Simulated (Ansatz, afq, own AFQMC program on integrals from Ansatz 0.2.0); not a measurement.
Cl, doublet: AFQMC among the cluster methods

A free Cl atom.

Basis cc-pVDZ. Noble-gas cores (and the filled d shells of Ga–Kr and In–Xe) are frozen. Ansatz 0.2.0 and our own AFQMC program on the same integrals; the CISD trial comes from CCSD amplitudes, and released means the phaseless constraint is let go. Free projection: walkers drawn from exp(T), propagated without any constraint. Its projection time is finite, and what remains of the start isn't in its error. ± is one standard error of the sampling.

Determinant: UHF, the one that the program's search chose, which needn't be the lowest solution.

Full CI on the same integrals is exact in this basis and with this determinant's frozen core.

Cautions: the released energies have errors that jump between times, so the bars are unsure, so no released level is given (meV from the phaseless value at times in 1/Eh: -2.07 ± 0.22 at 0.24, -2.9 ± 0.5 at 0.50, 10 ± 15 at 1.00, -4.6 ± 0.6 at 1.50), though the last usable value meets full CI within the noise.

```
T1 diagnostic                               : 0.0049
weight of the determinant in the CISD state : 0.950
⟨S²⟩ of the determinant                     : 0.756
size of the correlated space                : 7 electrons in 13 orbitals
```

Reference: full CI, correlation energy -3.486 eV.

| level | E − E(reference) (kJ/mol) | share of correlation (%) |
| --- | --- | --- |
| HF | 336.3 | 0.00 |
| MP2 | 48.1 | 85.71 |
| CCSD | 4.0 | 98.82 |
| CCSD(T) | 0.9 | 99.72 |
| CCSDT | 0.4 | 99.87 |
| CCSDT(Q) | 0.0 | 99.99 |
| CCSDTQ | 0.0 | 100.00 |
| ph-AFQMC/HF | 5.1 ± 1.2 | 98.47 |
| ph-AFQMC/CISD | 0.5 ± 0.04 | 99.85 |
| free AFQMC | -0.1 ± 0.08 | 100.03 |

CCSDT and higher add their correlation energy to the determinant of the CCSD(T) run, since their own runs factorise the integrals more tightly (a shift of under 2 meV). Free projections are given only where their last times agree within the noise and don't stop above the reference; a slow remainder of the start can still hide under it. A walk keeps the symmetry of its determinant, which the program's search chose and which needn't be the lowest solution, so a lower state of the same spin and another symmetry isn't excluded.
